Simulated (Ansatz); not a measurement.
A nudged elastic band was laid between two geometries of H₆OSi₂ (9 atoms, charge 0, multiplicity 1).

These are results of RKS r2SCANh-D4/cc-pVDZ (Ansatz), not measurements.

| Quantity | Value |
| --- | --- |
| movable images | 5 |
| climbing image | yes |
| spring | 5.0 eV/Å² |
| optimiser | quadratic models (default) |
| start path | through a guess of the saddle point |
| force threshold | 0.05 eV/Å |
| iteration limit | 60 |
| end points | relaxed |

Initial state:

```xyz
9
Properties=species:S:1:pos:R:3
Si 0.193 -0.067 0.350
H 0.360 -0.349 1.816
O 1.683 0.194 -0.409
H 2.258 -0.580 -0.443
H -0.547 1.218 0.188
Si -0.983 -1.849 -0.638
H -2.284 -2.084 0.066
H -1.259 -1.573 -2.083
H -0.173 -3.109 -0.552
```

Final state:

```xyz
9
Properties=species:S:1:pos:R:3
Si -0.565 0.560 0.290
H 1.341 -0.593 1.612
O 1.339 -0.221 0.718
H 1.504 -0.975 0.123
H 0.010 1.002 -1.060
Si -1.065 -1.587 -0.673
H -1.695 -2.586 0.258
H -1.889 -1.576 -1.926
H 0.268 -2.225 -1.045
```

**Question.** What changes between the two ends?

**Answer.** Bonds broken: Si1–H2. Bonds formed: H2–O3.

**Question.** Give the energies along the band, and the barrier.

**Answer.** It converged. The highest image is number 4 of 0 to 6, 3.04 eV above the first end and 0.99 eV above the last; the last end lies 2.05 eV above the first. Neighbouring images differ by up to 1.4 eV, so the band resolves the path poorly. A vibrational analysis at the climbing image gives one clearly imaginary mode, 1399i cm⁻¹: a first-order saddle point. The orbitals stay closed-shell, which can raise the energy where a bond breaks towards radicals; this wasn't checked here.

```csv
image,path coordinate (Å),energy (eV),Si1–H2 (Å),H2–O3 (Å)
0,0.00,0.00,1.50,2.65
1,0.44,0.05,1.50,2.57
2,0.88,0.48,1.49,2.26
3,1.32,1.90,1.49,1.79
4,1.76,3.04,1.61,1.31
5,3.32,2.10,2.55,0.97
6,4.89,2.05,2.59,0.97
```

**Question.** What is the geometry of the highest image?

**Answer.** 
```xyz
9
Properties=species:S:1:pos:R:3
Si -0.202 -0.157 0.693
H 1.287 -0.073 1.311
O 1.630 0.182 0.075
H 2.026 -0.659 -0.208
H -0.878 1.105 0.228
Si -1.019 -1.853 -0.725
H -2.407 -2.229 -0.309
H -1.039 -1.447 -2.169
H -0.150 -3.069 -0.600
```

Time of the run: 2.8 min on 2 threads of Intel(R) Xeon(R) 6975P-C (Granite Rapids) (shared host), peak memory 0.2 GiB.
